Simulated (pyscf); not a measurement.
SnH₄ + hydrogen fluoride (HF) → F–SnH₃ + hydrogen (H₂), a four-centre exchange (singlet surface; H–Sn, F–H broken, F–Sn, H–H formed). Single points on ωB97X-D3(BJ)/def2-SVP structures (PySCF, gas phase). Energies in kcal/mol from the separated reactants.

Small-basis levels: PySCF, no dispersion term, spherical d functions. AM1 to PM7: differences of heats of formation from MOPAC, which are fitted to 298 K values and so differ in kind from electronic energies by zero-point and thermal terms. GFN2-xTB: tblite. 

```
level                   barrier  reaction energy
----------------------  -------  ---------------
MP2/6-31G*+LANL2DZ         25.8            -25.1
B3LYP/6-31G*+LANL2DZ       20.3            -20.4
M06-2X/6-31G*+LANL2DZ      23.2            -18.1
PBE/def2-SVP                  ?             -9.3
B3LYP/def2-SVP             22.5             -9.3
GFN2-xTB                   36.8             -8.6
PM3                        81.7             -7.0
PM6                           ?            -37.6
PM7                        13.8            -58.3
ωB97M-D3(BJ)/def2-TZVP        ?             -8.6
```

**Question.** Fill in the missing entries.

**Answer.** 
- PBE/def2-SVP, barrier: 15.9
- PM6, barrier: 23.4
- ωB97M-D3(BJ)/def2-TZVP, barrier: 27.4

Against the last row the barrier runs from -13.6 (PM7) to +54.3 kcal/mol (PM3). ωB97M-D3(BJ)/def2-TZVP has limits of its own. At the saddle there is also a short H–Sn contact that neither side keeps. This is the saddle that the search found; another between the same sides may lie lower. In the def2 sets elements past Kr carry core potentials, without spin-orbit coupling.
